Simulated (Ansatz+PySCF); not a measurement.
Results of a calculation; reference values are marked as such.
## Ansatz (development build ahead of 0.2.0) run

```yaml
crystal:
  periodic: [false, false, false]
  atoms:
    - { symbol: "N", position_ang: [0.0, 0.0, 0.0] }
    - { symbol: S, position_ang: [1.02492, 1.36656, 2.95869] }
basis:
  gaussian: { orbitals: STO-3G }
magnetization:
  initial_magnetization: 1
hamiltonian:
  xc: hf
correlation:
  method: fci
  frozen_orbitals: { "N": 1, S: 5 }
```

The input is written out in the form of the current development build from the run's settings.

Results

```yaml
Converged: yes
Total_energy: -446.84953 hartree
State: lowest doublet root, of any spatial symmetry
```
